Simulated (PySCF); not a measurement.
## Atomic charges against the basis set

Species: PS4 (charge -3).
Geometry (PBE0-D3(BJ)/def2-SVP, Å), atoms numbered from 1 in this order:
```xyz
5
PS4 angstrom
S      0.0901   -0.2886    2.1381
P      0.0313    0.0601    0.0658
S     -0.1869    2.1206   -0.2906
S      1.8171   -0.6218   -0.8088
S     -1.5984   -0.9673   -0.7760
```

PBE0 throughout (PySCF), one geometry, spherical d and f functions. Whether so highly charged an anion holds all its electrons in the gas phase wasn't checked; a finite basis holds them in any case. The ion is multiply charged and computed without counter-ions or solvent. Atoms taken as equivalent share a column and are averaged.

Mulliken charges (e):

```json
{"basis": "pcSseg-0", "functions": "65", "S1/S3/S4/S5": "-0.816", "P2": "+0.264"}
{"basis": "cc-pVDZ", "functions": "90", "S1/S3/S4/S5": "-0.873", "P2": "+0.491"}
{"basis": "aug-cc-pVDZ", "functions": "135", "S1/S3/S4/S5": "-0.899", "P2": "+0.598"}
{"basis": "cc-pVTZ", "functions": "170", "S1/S3/S4/S5": "-0.945", "P2": "+0.780"}
{"basis": "IGLO-III", "functions": "220", "S1/S3/S4/S5": "-0.943", "P2": "+0.771"}
```

IAO charges (e):

```
      basis  functions  S1/S3/S4/S5      P2
   pcSseg-0         65       -0.904  +0.617
    cc-pVDZ         90       -0.969  +0.876
aug-cc-pVDZ        135       -0.965  +0.858
    cc-pVTZ        170       -0.977  +0.906
   IGLO-III        220       -0.974  +0.895
```

Task: Which scheme is steadiest as the basis changes?

Result: Largest range over the bases for any column: IAO 0.29 e, Mulliken 0.52 e. IAO charges move least and Mulliken charges most, counted in e.

Task: How much do the charges still move between the two largest bases, cc-pVTZ and IGLO-III?

Result: At most, over all atoms: Mulliken 0.009 e, IAO 0.011 e.

Task: What do the same runs give for the total energy and the frontier levels?

Result: 
```tsv
basis	energy (Eh)	HOMO (eV)	LUMO (eV)
pcSseg-0	-1930.9773	8.14	13.56
cc-pVDZ	-1933.2607	8.06	13.26
aug-cc-pVDZ	-1933.3516	6.37	8.83
cc-pVTZ	-1933.3730	7.35	12.31
IGLO-III	-1933.2794	8.14	13.35
```

Where the HOMO energy of this anion is positive, the outermost electrons may be held by the finite basis alone.
